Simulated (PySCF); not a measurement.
Cartesian coordinates in Å; atom numbers follow the order of the lines, from 1:
```xyz
5

Si   -0.1202   -0.0054   -0.0114
Cl    1.9432    0.1024    0.0625
H    -0.5155   -1.0243   -1.0226
H    -0.6593    1.3286   -0.3946
H    -0.6309   -0.3957    1.3317
```

Geometry: PBE0-D3(BJ)/def2-SVP; GIAO shifts from PySCF, gas phase, non-relativistic, averaged over equivalent atoms.

At PBE0/6-31G* (42 basis functions, 3.4 s wall time on 1 thread of an Arm Neoverse N1, shared host):
```json
{"atoms": "Si1", "δ (ppm)": "-2.6"}
{"atoms": "Cl2", "δ (ppm)": "-126.4"}
{"atoms": "H3/H4/H5", "δ (ppm)": "5.08"}
```

Referencing at the same level of theory: ²⁹Si (418.09 ppm), ¹H (31.96 ppm) vs TMS; ³⁵Cl (929.83 ppm) against HCl.

Task: Estimate the result of repeating the calculation with PBE0/def2-SVP.

Result: 
```
   atoms  δ at PBE0/def2-SVP  change
     Si1               -28.7   -26.1
     Cl2               -94.2   +32.2
H3/H4/H5                5.02   -0.06
```

Scale: TMS for ²⁹Si (σref 407.17) and ¹H (σref 31.34); ³⁵Cl (σref 968.34) against HCl (reference shieldings calculated alike).

The largest change is at Cl2 (chlorine bonded to Si). Cost: 51 basis functions, 3.1 s wall time on 1 thread of an Arm Neoverse N1, shared host.
